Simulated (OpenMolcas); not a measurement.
## OpenMolcas timings: C2H5Al (SMILES C=[CH][AlH2])

C2H5Al: 8 atoms, total charge 0, spin state singlet. As SMILES, `C=[CH][AlH2]`. Geometry: relaxed at PBE0-D4/def2-TZVP.

```xyz
8

C    -1.0299    0.8292   -0.3570
C     0.1990    0.6510    0.1381
Al    0.9308   -1.1393    0.2620
H    -1.6369   -0.0086   -0.6955
H    -1.4950    1.8093   -0.4519
H     0.7356    1.5461    0.4527
H     2.3840   -1.4179    0.8377
H     0.0044   -2.3270   -0.2419
```

Program: OpenMolcas 26.06. Hardware: 1 thread of Arm Neoverse V2, shared host, so times are rough. Two-electron integrals are exact unless an approximation is named.

Question: Estimate their order by wall time, quickest first.
A. energy at CCSD(T)/def2-SVPD (Cholesky decomposition), 7 core orbitals frozen
B. gradient at HF/3-21G
C. energy at MP2/def2-SVPD, 7 core orbitals frozen
D. gradient at B3LYP/def2-SVPD, grid UltraFine

Answer: B (1.8 s), C (9.3 s), D (42 s), A (2.6 min).
